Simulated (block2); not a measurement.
# BSiH5 (boranylsilane): DMRG/STO-6G

What is the vertical singlet–triplet gap of BSiH5 (boranylsilane) at DMRG/STO-6G? 

The calculation is run with block2 0.5.4.

4 further runs of the same task are left out: 4 set aside as unsound or not needed.

**1. The molecule**

The species is BSiH5 (7 atoms), meant as a singlet with charge 0. As SMILES, `B[SiH3]`. Geometry: relaxed at PBE0-D4/def2-TZVP.

Bond lengths: B1–Si2 2.010 Å, B1–H3 1.196 Å, B1–H4 1.195 Å, Si2–H5 1.492 Å, Si2–H6 1.492 Å, Si2–H7 1.487 Å. Angles: B1–Si2–H5 108.8°, B1–Si2–H6 108.8°, B1–Si2–H7 115.1°, Si2–B1–H3 118.9°, Si2–B1–H4 123.6°, H5–Si2–H6 107.3°, H5–Si2–H7 108.3°, H6–Si2–H7 108.3°, H3–B1–H4 117.5°.

**2. The energy at DMRG/STO-6G**

Input file prepare.py:

```python
from pyscf import ao2mo, cc, dft, gto, mcscf, mp, scf
from pyscf.tools import fcidump

mol = gto.M(atom="""
B     -0.08163617    -2.24688436     0.38607105
Si     0.16837460     1.48400193    -0.28062433
H     -2.12783162    -3.19477099     0.54820955
H      1.71284776    -3.59520395     0.63381414
H     -1.16407129     2.06622654    -2.69701713
H     -1.17843321     2.86614761     1.77558667
H      2.78640117     2.49217081    -0.45258941
""", basis="sto-6g", unit="bohr", charge=0, verbose=3, max_memory=2000)
print("basis functions                = %d" % (mol.nao))
mf = scf.RHF(mol)
mf.conv_tol = 1e-10
mf.max_cycle = 200
mf.kernel()
if not mf.converged:
    mf = mf.newton().run(mf.mo_coeff, mf.mo_occ)
print("reference energy               = %.10f" % (mf.e_tot))
# MP2, CCSD and CCSD(T) with the same frozen core
ref = mf
pt = mp.MP2(ref, frozen=6).run()
mycc = cc.CCSD(ref, frozen=6)
mycc.max_cycle = 150
mycc.kernel()
print(f"E(MP2)                         = {pt.e_tot:.10f}")
if mycc.converged:
    print(f"CCSD total energy              = {mycc.e_tot:.10f}")
    print("E(CCSD(T))                     = %.10f" % (mycc.e_tot + mycc.ccsd_t()))
    print("T1 diagnostic                  = %.4f" % (mycc.get_t1_diagnostic()))
# a few density functionals on the same geometry and basis
ks = dft.RKS(mol, xc="tpss").set(conv_tol=1e-9, verbose=3).run()
if ks.converged:
    print(f"E(TPSS)                        = {ks.e_tot:.8f}")
ks = dft.RKS(mol, xc="pbe").set(conv_tol=1e-9, verbose=3).run()
if ks.converged:
    print(f"E(PBE)                         = {ks.e_tot:.8f}")
ks = dft.RKS(mol, xc="lda,vwn5").set(conv_tol=1e-9, verbose=3).run()
if ks.converged:
    print("E(SVWN5)                       = %.8f" % (ks.e_tot))
# CCSD natural orbitals
occ_no, mo = mcscf.addons.make_natural_orbitals(cc.CCSD(mf, frozen=6).run())
mf.mo_coeff = mo
# write the integrals of the correlated orbitals
cas = mcscf.CASCI(mf, 13, 12)
h1, ecore = cas.get_h1eff()
fcidump.from_integrals("FCIDUMP", h1, cas.get_h2eff(), 13, 12, nuc=ecore, ms=0)
```

Input file dmrg.conf:

```
sym c1
orbitals FCIDUMP
nelec 12
spin 0
irrep 1
occ 2 2 2 2 2 2 0 0 0 0 0 0 0
cbias 0.3
schedule
0 50 1E-07 1E-04
4 100 1E-07 1E-05
7 100 1E-08 0.0
end
maxiter 13
sweep_tol 1E-07
fiedler
mem 2g
num_thrds 1
prefix ./tmp
outputlevel 2
onepdm
```

On the command line:

```
$ python prepare.py && block2main dmrg.conf
```

Standard output:

```text
$ python prepare.py
basis functions                = 19
converged SCF energy = -315.392974144983
reference energy               = -315.3929741450
E(RMP2) = -315.46884988909  E_corr = -0.0758757441076828
E(SCS-RMP2) = -315.481316462464  E_corr = -0.0883423174810004
E(CCSD) = -315.5033864468346  E_corr = -0.1104123018518809
E(MP2)                         = -315.4688498891
CCSD total energy              = -315.5033864468
CCSD(T) correction = -0.000812411191003026
E(CCSD(T))                     = -315.5041988580
T1 diagnostic                  = 0.0057
converged SCF energy = -316.24311298979
E(TPSS)                        = -316.24311299
converged SCF energy = -315.974996057907
E(PBE)                         = -315.97499606
converged SCF energy = -314.636165857324
E(SVWN5)                       = -314.63616586
E(CCSD) = -315.5033864468346  E_corr = -0.1104123018518809

$ block2main dmrg.conf

[... 67 lines left out ...]
 --> Site =    3-   4 .. Mmps =   50 Ndav =  15 E =   -312.9161288071 Error = 4.35e-07 FLOPS = 2.14e+09 Tdav = 0.05 T = 0.08
[... 21 lines left out ...]
 <-- Site =    7-   8 .. Mmps =   50 Ndav =   5 E =   -315.5014152838 Error = 3.64e-05 FLOPS = 2.53e+09 Tdav = 0.04 T = 0.07
[... 21 lines left out ...]
 --> Site =    5-   6 .. Mmps =   50 Ndav =   4 E =   -315.5038443781 Error = 2.22e-05 FLOPS = 2.45e+09 Tdav = 0.04 T = 0.07
[... 21 lines left out ...]
 <-- Site =    5-   6 .. Mmps =   50 Ndav =   4 E =   -315.5038769158 Error = 2.30e-05 FLOPS = 2.39e+09 Tdav = 0.04 T = 0.09
[... 21 lines left out ...]
 --> Site =    7-   8 .. Mmps =  100 Ndav =   4 E =   -315.5042685641 Error = 3.55e-06 FLOPS = 3.01e+09 Tdav = 0.09 T = 0.15
[... 21 lines left out ...]
 <-- Site =    3-   4 .. Mmps =  100 Ndav =   3 E =   -315.5043972888 Error = 6.53e-08 FLOPS = 2.74e+09 Tdav = 0.03 T = 0.06
[... 21 lines left out ...]
 --> Site =    9-  10 .. Mmps =  100 Ndav =   1 E =   -315.5044109440 Error = 2.68e-09 FLOPS = 1.71e+09 Tdav = 0.00 T = 0.03
[... 21 lines left out ...]
 <-- Site =    1-   2 .. Mmps =   10 Ndav =   1 E =   -315.5044147537 Error = 1.06e-17 FLOPS = 5.23e+08 Tdav = 0.00 T = 0.01
[... 21 lines left out ...]
 --> Site =   11-  12 .. Mmps =    3 Ndav =   1 E =   -315.5044150932 Error = 6.59e-18 FLOPS = 3.34e+07 Tdav = 0.00 T = 0.00
[... 30 lines left out ...]
 --> Site =    0-   1 .. Mmps =    3 Ndav =   1 E =   -315.5044150469 Error = 0.00e+00 FLOPS = 5.28e+07 Tdav = 0.00 T = 0.00
[... 5 lines left out ...]
 --> Site =    6-   7 .. Mmps =  100 Ndav =   4 E =   -315.5044373813 Error = 7.57e-06 FLOPS = 3.41e+09 Tdav = 0.22 T = 0.31
 --> Site =    7-   8 .. Mmps =  100 Ndav =   4 E =   -315.5044386631 Error = 8.25e-06 FLOPS = 3.48e+09 Tdav = 0.16 T = 0.21
 --> Site =    8-   9 .. Mmps =  100 Ndav =   3 E =   -315.5044163749 Error = 3.63e-07 FLOPS = 2.63e+09 Tdav = 0.03 T = 0.07
 --> Site =    9-  10 .. Mmps =   35 Ndav =   2 E =   -315.5044151408 Error = 2.64e-15 FLOPS = 1.86e+09 Tdav = 0.01 T = 0.03
 --> Site =   10-  11 .. Mmps =   10 Ndav =   1 E =   -315.5044151408 Error = 1.19e-16 FLOPS = 4.94e+08 Tdav = 0.00 T = 0.01
 --> Site =   11-  12 .. Mmps =    3 Ndav =   1 E =   -315.5044151408 Error = 4.48e-18 FLOPS = 4.58e+07 Tdav = 0.00 T = 0.00
[... 9 lines left out ...]
DMRG Energy = -315.504441695475009
[... 33 lines left out ...]
Expectation | Direction = backward | BRA bond dimension =  100 | KET bond dimension =  100
 <-- Site =   11-  12 .. Nterms =            4 Error =  0.000000000000/ 0.000000000000 FLOPS = 2.34e+06 Tmult = 0.00 T = 0.00
 <-- Site =   10-  11 .. Nterms =            5 Error =  0.000000000000/ 0.000000000000 FLOPS = 7.88e+07 Tmult = 0.00 T = 0.00
 <-- Site =    9-  10 .. Nterms =            7 Error =  0.000000000000/ 0.000000000000 FLOPS = 1.04e+09 Tmult = 0.00 T = 0.00
 <-- Site =    8-   9 .. Nterms =            9 Error =  0.000000000000/ 0.000000000000 FLOPS = 2.33e+09 Tmult = 0.00 T = 0.00
 <-- Site =    7-   8 .. Nterms =           11 Error =  0.000000000000/ 0.000000000000 FLOPS = 3.33e+09 Tmult = 0.00 T = 0.01
 <-- Site =    6-   7 .. Nterms =           13 Error =  0.000000000000/ 0.000000000000 FLOPS = 3.33e+09 Tmult = 0.00 T = 0.01
 <-- Site =    5-   6 .. Nterms =           15 Error =  0.000000000000/ 0.000000000000 FLOPS = 3.22e+09 Tmult = 0.00 T = 0.01
 <-- Site =    4-   5 .. Nterms =           17 Error =  0.000000000000/ 0.000000000000 FLOPS = 3.12e+09 Tmult = 0.00 T = 0.01
 <-- Site =    3-   4 .. Nterms =           19 Error =  0.000000000000/ 0.000000000000 FLOPS = 1.96e+09 Tmult = 0.00 T = 0.01
 <-- Site =    2-   3 .. Nterms =           21 Error =  0.000000000000/ 0.000000000000 FLOPS = 1.29e+09 Tmult = 0.00 T = 0.01
 <-- Site =    1-   2 .. Nterms =           23 Error =  0.000000000000/ 0.000000000000 FLOPS = 1.13e+09 Tmult = 0.00 T = 0.01
 <-- Site =    0-   1 .. Nterms =           25 Error =  0.000000000000/ 0.000000000000 FLOPS = 7.50e+08 Tmult = 0.00 T = 0.01
Time elapsed =      0.087
Time sweep =        0.087 | 20.6 MFLOP/SWP
 | Dmem = 436 KB (24%) | Imem = 18.5 KB (94%) | Hmem = 2.89 MB | Wmem = 105 KB | MaxBmem = 301 KB | MaxRmem = 331 KB
 | Tread = 0.003 | Twrite = 0.004 | Tfpread = 0.002 | Tfpwrite = 0.002 | data = 1.63 MB | cpsd = 1.27 MB | Tasync = 0.000
 | Trot = 0.018 | Tctr = 0.000 | Tint = 0.000 | Tmid = 0.000 | Tdctr = 0.000 | Tdiag = 0.001 | Tinfo = 0.007
 | Teff = 0.020 | Texpt = 0.008 | Tblk = 0.054 | Tmve = 0.032

NPDM Sorting | Nsites =    13 | Nmaxops =  2 | DotSite = 2 | SymbolFree = T | Compressed = T | LowMem = F | Mem = 1.32 KB
 Site =     0 ..  T = 0.000
 Site =     1 ..  T = 0.000
 Site =     2 ..  T = 0.000
 Site =     3 ..  T = 0.000
 Site =     4 ..  T = 0.000
 Site =     5 ..  T = 0.000
 Site =     6 ..  T = 0.000
 Site =     7 ..  T = 0.000
 Site =     8 ..  T = 0.000
 Site =     9 ..  T = 0.000
 Site =    10 ..  T = 0.000
 Site =    11 ..  T = 0.000
Ttotal =      0.001

DMRG OCC =   1.983 1.978 1.977 1.969 1.967 1.966 0.034 0.029 0.027 0.022 0.020 0.019 0.009
```

It took 17 s on 1 thread of Arm Neoverse V1, shared host; peak memory 0.2 GiB.

**3. The triplet: the energy at DMRG/STO-6G**

Input file integrals.py:

```python
from pyscf import ao2mo, cc, dft, gto, mcscf, mp, scf
from pyscf.tools import fcidump

geom = """
B     -0.043200    -1.189000     0.204300
Si     0.089100     0.785300    -0.148500
H     -1.126000    -1.690600     0.290100
H      0.906400    -1.902500     0.335400
H     -0.616000     1.093400    -1.427200
H     -0.623600     1.516700     0.939600
H      1.474500     1.318800    -0.239500
"""
mol = gto.M(
    atom=geom,
    basis="sto-6g",
    charge=0,
    spin=2,
    verbose=4,
)
print("basis functions                = %d" % (mol.nao))
mf = scf.ROHF(mol)
mf.conv_tol = 1e-10
mf.max_cycle = 200
mf.kernel()
if not mf.converged:
    mf = mf.newton().run(mf.mo_coeff, mf.mo_occ)
print(f"SCF energy                     = {mf.e_tot:.10f}")
# single-reference ladder for comparison
ref = scf.UHF(mol).run(mf.make_rdm1(), conv_tol=1e-10)
pt = mp.MP2(ref, frozen=6).run()
mycc = cc.CCSD(ref, frozen=6)
mycc.max_cycle = 150
mycc.kernel()
print(f"MP2 total energy               = {pt.e_tot:.10f}")
if mycc.converged:
    print("CCSD total energy              = %.10f" % (mycc.e_tot))
    print("E(CCSD(T))                     = %.10f" % (mycc.e_tot + mycc.ccsd_t()))
# a few density functionals on the same geometry and basis
ks = dft.UKS(mol, xc="tpss").set(conv_tol=1e-9, verbose=3).run(mf.make_rdm1())
if ks.converged:
    print("E(TPSS)                        = %.8f" % (ks.e_tot))
ks = dft.UKS(mol, xc="pbe").set(conv_tol=1e-9, verbose=3).run(mf.make_rdm1())
if ks.converged:
    print(f"E(PBE)                         = {ks.e_tot:.8f}")
ks = dft.UKS(mol, xc="lda,vwn5").set(conv_tol=1e-9, verbose=3).run(mf.make_rdm1())
if ks.converged:
    print(f"E(SVWN5)                       = {ks.e_tot:.8f}")
# FCIDUMP for the DMRG program
cas = mcscf.CASCI(mf, 13, 12)
h1, ecore = cas.get_h1eff()
fcidump.from_integrals("FCIDUMP", h1, cas.get_h2eff(), 13, 12, nuc=ecore, ms=2)
# FCI check
ci = mcscf.CASCI(mf, 13, (7, 5))
ci.fix_spin_(ss=2)
ci.fcisolver.conv_tol = 1e-10
ci.fcisolver.max_cycle = 200
ci.kernel()
print(f"FCI energy                     = {ci.e_tot:.10f}")
```

Input file block.conf:

```
sym c1
orbitals FCIDUMP
nelec 12
spin 2
irrep 1
occ 2 2 2 2 2 1 1 0 0 0 0 0 0
cbias 0.3
schedule
0 75 1E-07 1E-04
4 112 1E-07 1E-04
6 150 1E-07 1E-05
9 150 1E-08 0.0
end
maxiter 15
sweep_tol 1E-06
fiedler
mem 2g
num_thrds 1
prefix ./tmp
outputlevel 2
```

On the command line:

```
$ python integrals.py && block2main block.conf
```

Standard output:

```text
$ python integrals.py

[INPUT] verbose = 4
[INPUT] num. atoms = 7
[INPUT] num. electrons = 24
[INPUT] charge = 0
[INPUT] spin (= nelec alpha-beta = 2S) = 2
[INPUT] symmetry False subgroup None
[INPUT] Mole.unit = angstrom
[INPUT] Symbol           X                Y                Z      unit          X                Y                Z       unit  Magmom
[INPUT]  1 B     -0.043200000000  -1.189000000000   0.204300000000 AA   -0.081636168581  -2.246884362108   0.386071047249 Bohr   0.0
[INPUT]  2 Si     0.089100000000   0.785300000000  -0.148500000000 AA    0.168374597699   1.484001925621  -0.280624329498 Bohr   0.0
[INPUT]  3 H     -1.126000000000  -1.690600000000   0.290100000000 AA   -2.127831616260  -3.194770986190   0.548209548736 Bohr   0.0
[INPUT]  4 H      0.906400000000  -1.902500000000   0.335400000000 AA    1.712847759306  -3.595203951985   0.633814142179 Bohr   0.0
[INPUT]  5 H     -0.616000000000   1.093400000000  -1.427200000000 AA   -1.164071292732   2.066226544599  -2.697017124979 Bohr   0.0
[INPUT]  6 H     -0.623600000000   1.516700000000   0.939600000000 AA   -1.178433211279   2.866147613128   1.775586666641 Bohr   0.0
[INPUT]  7 H      1.474500000000   1.318800000000  -0.239500000000 AA    2.786401170671   2.492170813076  -0.452589406833 Bohr   0.0

nuclear repulsion = 47.5644489591819
number of shells = 13
number of NR pGTOs = 114
number of NR cGTOs = 19
basis = sto-6g
ecp = {}
CPU time:         0.54
basis functions                = 19

******** <class 'pyscf.scf.rohf.ROHF'> ********
method = ROHF
initial guess = minao
damping factor = 0
level_shift factor = 0
DIIS = <class 'pyscf.scf.diis.CDIIS'>
diis_start_cycle = 1
diis_space = 8
diis_damp = 0
SCF conv_tol = 1e-10
SCF conv_tol_grad = None
SCF max_cycles = 200
direct_scf = True
[... 158 lines left out ...]
WARN: HOMO -0.0240191794155934 >= LUMO -0.175142838227192
[... 39 lines left out ...]
WARN: HOMO -0.0139485204060574 >= LUMO -0.177680948128685
[... 44 lines left out ...]
sorting_mo_energy = False
[... 96 lines left out ...]
 --> Site =   11-  12 .. Mmps =   19 Ndav =   1 E =   -315.3044670124 Error = 3.52e-17 FLOPS = 6.41e+08 Tdav = 0.00 T = 0.01
[... 32 lines left out ...]
 --> Site =    2-   3 .. Mmps =   35 Ndav =   2 E =   -315.3238482024 Error = 0.00e+00 FLOPS = 1.65e+09 Tdav = 0.01 T = 0.03
[... 23 lines left out ...]
 <-- Site =    6-   7 .. Mmps =   75 Ndav =   4 E =   -315.3240572234 Error = 3.89e-05 FLOPS = 3.19e+09 Tdav = 0.28 T = 0.36
[... 23 lines left out ...]
 --> Site =    8-   9 .. Mmps =  112 Ndav =   3 E =   -315.3242404077 Error = 1.10e-05 FLOPS = 2.63e+09 Tdav = 0.09 T = 0.17
[... 23 lines left out ...]
 <-- Site =    0-   1 .. Mmps =   19 Ndav =   1 E =   -315.3243004873 Error = 3.69e-15 FLOPS = 8.85e+08 Tdav = 0.00 T = 0.01
[... 32 lines left out ...]
 <-- Site =    9-  10 .. Mmps =   35 Ndav =   1 E =   -315.3244316233 Error = 0.00e+00 FLOPS = 1.96e+09 Tdav = 0.01 T = 0.04
[... 23 lines left out ...]
 --> Site =    5-   6 .. Mmps =  150 Ndav =   4 E =   -315.3245644750 Error = 2.23e-05 FLOPS = 3.82e+09 Tdav = 1.83 T = 2.08
[... 23 lines left out ...]
 <-- Site =    3-   4 .. Mmps =  150 Ndav =   3 E =   -315.3244835724 Error = 7.11e-07 FLOPS = 2.89e+09 Tdav = 0.13 T = 0.20
[... 18 lines left out ...]
 --> Site =    6-   7 .. Mmps =  150 Ndav =   5 E =   -315.3245513034 Error = 2.88e-05 FLOPS = 3.92e+09 Tdav = 2.24 T = 2.40
 --> Site =    7-   8 .. Mmps =  150 Ndav =   4 E =   -315.3244859072 Error = 1.56e-05 FLOPS = 3.80e+09 Tdav = 1.00 T = 1.09
 --> Site =    8-   9 .. Mmps =  150 Ndav =   3 E =   -315.3244444056 Error = 1.81e-06 FLOPS = 2.86e+09 Tdav = 0.14 T = 0.20
 --> Site =    9-  10 .. Mmps =   63 Ndav =   2 E =   -315.3244390253 Error = 2.76e-15 FLOPS = 2.02e+09 Tdav = 0.02 T = 0.06
 --> Site =   10-  11 .. Mmps =   16 Ndav =   1 E =   -315.3244390253 Error = 1.44e-17 FLOPS = 8.68e+08 Tdav = 0.00 T = 0.02
 --> Site =   11-  12 .. Mmps =    4 Ndav =   1 E =   -315.3244390253 Error = 1.92e-18 FLOPS = 1.03e+08 Tdav = 0.00 T = 0.01
[... 8 lines left out ...]
Sweep =   11 | Direction = backward | Bond dimension =  150 | Noise =  0.00e+00 | Dav threshold =  1.00e-08
 <-- Site =   11-  12 .. Mmps =    3 Ndav =   1 E =   -315.3244390253 Error = 0.00e+00 FLOPS = 1.10e+08 Tdav = 0.00 T = 0.00
 <-- Site =   10-  11 .. Mmps =   10 Ndav =   1 E =   -315.3244390253 Error = 0.00e+00 FLOPS = 8.69e+08 Tdav = 0.00 T = 0.01
 <-- Site =    9-  10 .. Mmps =   35 Ndav =   1 E =   -315.3244390253 Error = 0.00e+00 FLOPS = 1.97e+09 Tdav = 0.01 T = 0.04
 <-- Site =    8-   9 .. Mmps =  126 Ndav =   3 E =   -315.3244444041 Error = 0.00e+00 FLOPS = 2.88e+09 Tdav = 0.14 T = 0.18
 <-- Site =    7-   8 .. Mmps =  150 Ndav =   5 E =   -315.3244859086 Error = 4.86e-06 FLOPS = 3.80e+09 Tdav = 1.25 T = 1.33
 <-- Site =    6-   7 .. Mmps =  150 Ndav =   5 E =   -315.3245513945 Error = 1.68e-05 FLOPS = 3.92e+09 Tdav = 2.25 T = 2.35
 <-- Site =    5-   6 .. Mmps =  150 Ndav =   5 E =   -315.3245691159 Error = 2.64e-05 FLOPS = 3.86e+09 Tdav = 2.31 T = 2.46
 <-- Site =    4-   5 .. Mmps =  150 Ndav =   4 E =   -315.3245175326 Error = 1.17e-05 FLOPS = 3.80e+09 Tdav = 0.88 T = 0.96
 <-- Site =    3-   4 .. Mmps =  150 Ndav =   3 E =   -315.3244837624 Error = 7.06e-07 FLOPS = 2.90e+09 Tdav = 0.13 T = 0.20
 <-- Site =    2-   3 .. Mmps =   63 Ndav =   2 E =   -315.3244815902 Error = 5.13e-17 FLOPS = 2.10e+09 Tdav = 0.02 T = 0.06
 <-- Site =    1-   2 .. Mmps =   16 Ndav =   1 E =   -315.3244815902 Error = 3.09e-16 FLOPS = 9.49e+08 Tdav = 0.00 T = 0.02
 <-- Site =    0-   1 .. Mmps =    4 Ndav =   1 E =   -315.3244815902 Error = 1.18e-16 FLOPS = 1.06e+08 Tdav = 0.00 T = 0.01
Time elapsed =     61.424 | E =    -315.3245691159 | DE = -1.71e-07 | DW = 2.64266e-05
Time sweep =        7.611 | 24.9 GFLOP/SWP
 | Dmem = 5.13 MB (15%) | Imem = 123 KB (97%) | Hmem = 28.5 MB | Wmem = 408 KB | Pmem = 0 B
 | Tread = 0.017 | Twrite = 0.015 | Tfpread = 0.016 | Tfpwrite = 0.014 | Tmporead = 0.000
 | data = 10.8 MB | cpsd = 7.99 MB | Tasync = 0.000
 | Trot = 0.090 | Tctr = 0.011 | Tint = 0.010 | Tmid = 0.042 | Tdctr = 0.006 | Tdiag = 0.033 | Tinfo = 0.023
 | Teff = 0.359 | Tprt = 0.000 | Teig = 7.005 | Tblk = 7.412 | Tmve = 0.198 | Tdm = 0.003 | Tsplt = 0.022 | Tsvd = 0.000 | Torth = 0.000

Final canonical form =  CRRRRRRRRRRRR 0
DMRG Energy = -315.324569115928568
```

It took 2.7 min on 1 thread of Arm Neoverse V1, shared host; peak memory 0.6 GiB.

**4. Results**

At DMRG/STO-6G, 6 core orbitals frozen:

| quantity | value |
| --- | --- |
| run 1, DMRG/STO-6G: total energy | -315.50444 Eh |
| run 1, DMRG/STO-6G: T1 diagnostic of the CCSD step | 0.006 |
| triplet: total energy | -315.32457 Eh |
| vertical energy of the triplet above the singlet | 4.895 eV |

In words: At this shape the triplet lies 4.89 eV (113 kcal/mol) above the singlet. In a minimal basis such a difference can be off by several eV, whatever the method.
